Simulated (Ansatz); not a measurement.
Ansatz (a program for electronic structure) input (HF/3-21G): The .json file is the Basis Set Exchange's 3-21G.

Ansatz 0.2 input:
```yaml
crystal:
  periodic: [false, false, false]
  atoms:
    - {symbol: O, position_ang: [0.00640950, 0.00082813, 1.39432741]}
    - {symbol: C, position_ang: [0.00085310, 0.00011022, 0.18558322]}
    - {symbol: C, position_ang: [-0.00523531, 1.28535289, -0.61238490]}
    - {symbol: C, position_ang: [-0.00038784, -1.28607943, -0.61087992]}
    - {symbol: H, position_ang: [0.00270891, 2.14131370, 0.05812234]}
    - {symbol: H, position_ang: [-0.00216275, -2.14124313, 0.06068828]}
    - {symbol: H, position_ang: [-0.88988472, 1.32626971, -1.25304413]}
    - {symbol: H, position_ang: [0.86529604, 1.32407970, -1.27214134]}
    - {symbol: H, position_ang: [0.87833452, -1.32776204, -1.25959603]}
    - {symbol: H, position_ang: [-0.87694764, -1.32558514, -1.26255881]}
basis:
  gaussian:
    orbitals: 3-21G.json
hamiltonian:
  xc: {name: HF}
relax: {f_tol: 0.003, max_steps: 120}
```

What final total energy does it give?

-190.88720 Eh.
